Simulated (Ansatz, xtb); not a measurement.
# C4H7FO: which of two isomers lies lower

We compare I, `C[C@@H](F)CC=O`, a singlet, with II, `C[C@@H](C=O)CF`, a singlet. Both are isolated molecules in the gas phase, relaxed with B3LYP-D3(BJ)/def2-SVP; each stands in its lowest conformer found.

Q: Which of the two would you expect CCSD(T)/def2-SVP + ΔMP2/def2-TZVPP electronic energies to favour?

A: Structure I; the calculation gives E(II) − E(I) = +0.094 eV.

Level by level:

```json
{"level": "GFN2-xTB", "geometry": "GFN2-xTB", "E(II) − E(I) (eV)": "+0.045", "departure from the last row (eV)": "−0.049", "job, with rough time for the two": "optimisation, 0.14 s"}
{"level": "HF/STO-3G", "geometry": "GFN2-xTB", "E(II) − E(I) (eV)": "+0.108", "departure from the last row (eV)": "+0.013", "job, with rough time for the two": "single point, 0.43 s"}
{"level": "r2SCAN-D4/def2-SVP", "geometry": "GFN2-xTB", "E(II) − E(I) (eV)": "+0.111", "departure from the last row (eV)": "+0.016", "job, with rough time for the two": "single point, 5.7 s"}
{"level": "B3LYP-D3(BJ)/def2-SVP", "geometry": "B3LYP-D3(BJ)/def2-SVP", "E(II) − E(I) (eV)": "+0.087", "departure from the last row (eV)": "−0.008", "job, with rough time for the two": "optimisation, 60 s"}
{"level": "HF/def2-SVP", "geometry": "B3LYP-D3(BJ)/def2-SVP", "E(II) − E(I) (eV)": "+0.097", "departure from the last row (eV)": "+0.002", "job, with rough time for the two": "part of the CCSD(T) run"}
{"level": "MP2/def2-SVP", "geometry": "B3LYP-D3(BJ)/def2-SVP", "E(II) − E(I) (eV)": "+0.058", "departure from the last row (eV)": "−0.037", "job, with rough time for the two": "part of the CCSD(T) run"}
{"level": "CCSD(T)/def2-SVP", "geometry": "B3LYP-D3(BJ)/def2-SVP", "E(II) − E(I) (eV)": "+0.068", "departure from the last row (eV)": "−0.026", "job, with rough time for the two": "single point"}
{"level": "CCSD(T)/def2-SVP + ΔMP2/def2-TZVPP", "geometry": "B3LYP-D3(BJ)/def2-SVP", "E(II) − E(I) (eV)": "+0.094", "departure from the last row (eV)": "", "job, with rough time for the two": "single point, 81 s"}
```

As drawn, both hold the same kinds of bond in the same numbers.

The levels shown agree on the order. The largest departure from CCSD(T)/def2-SVP + ΔMP2/def2-TZVPP is that of GFN2-xTB, 0.049 eV. The last row adds to CCSD(T) the change of the MP2 difference between the two basis sets, here +0.026 eV.

With thermal terms from frequencies at re-optimised GFN2-xTB minima (ideal gas, soft modes damped towards free rotors, one conformer each, 298.15 K, 1 atm): on the last row, ΔE + ΔZPE = +0.100, ΔH = +0.100, ΔG = +0.102 eV.

The correlated steps freeze 6 core orbitals. Codes used: Ansatz 0.2.0, xtb 6.7.1; the last row on 2 threads of Arm Neoverse V1 on a shared host.
